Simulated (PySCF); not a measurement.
# One molecule, many functionals

HCF (singlet state).
SMILES with atom numbers: `[CH:1][F:2]` (hydrogens: H3 on C1)

Linear-response calculations in the def2-SVPD basis (PySCF; singlets by full response, triplets Tamm–Dancoff, core orbitals frozen in the response; HF means time-dependent Hartree–Fock). 'Strongest' is the level of largest summed f among the singlets computed (10 roots, of which the last may lack a degenerate partner); it can jump between rows when another state enters that window. S1 is the lowest singlet of each run and needn't be the same state throughout; f(S1) is that of one state. Isolated species at its PBE0-D3(BJ)/def2-SVP geometry, gas phase.

```csv
functional,kind,S1 (eV),f(S1),strongest (eV),T1 (eV),HOMO (eV),gap (eV),"ionisation energy, ΔSCF (eV)"
LDA,LDA,1.92,0.004,10.65,0.62,-5.74,1.27,10.42
PBE,GGA,2.14,0.004,10.56,0.58,-5.70,1.53,10.27
PBE0,"global hybrid, 25% exact exchange",2.16,0.005,11.11,0.50,-7.23,4.40,10.39
BHandHLYP,"global hybrid, 50% exact exchange",2.23,0.005,11.58,0.56,-8.77,7.33,10.51
CAM-B3LYP,range-separated hybrid,2.15,0.005,11.14,0.60,-8.78,7.24,10.57
wB97X-D,range-separated hybrid,2.24,0.005,11.30,0.76,-9.23,8.45,10.47
LC-wPBE,range-separated hybrid,2.09,0.005,11.49,0.44,-10.14,10.01,10.48
HF,Hartree–Fock,2.28,0.006,11.81,0.25,-11.10,12.90,not settled
```

What does B3LYP (global hybrid, 20% exact exchange) give?

S1 (eV) 2.22, f(S1) 0.005, strongest (eV) 10.93, T1 (eV) 0.67, HOMO (eV) -7.05, gap (eV) 3.91, ionisation energy, ΔSCF (eV) 10.54. S1 runs from 1.92 eV (LDA) to 2.28 eV (HF), a spread of 0.35 eV, while the orbital gap spreads over 11.6 eV. −ε(HOMO) comes closest to its own ΔSCF ionisation energy with LC-wPBE (-0.34 eV) and misses most with LDA (-4.68 eV). 'Not settled' means that the ion's SCF failed to converge or may have ended in another state than the lowest.
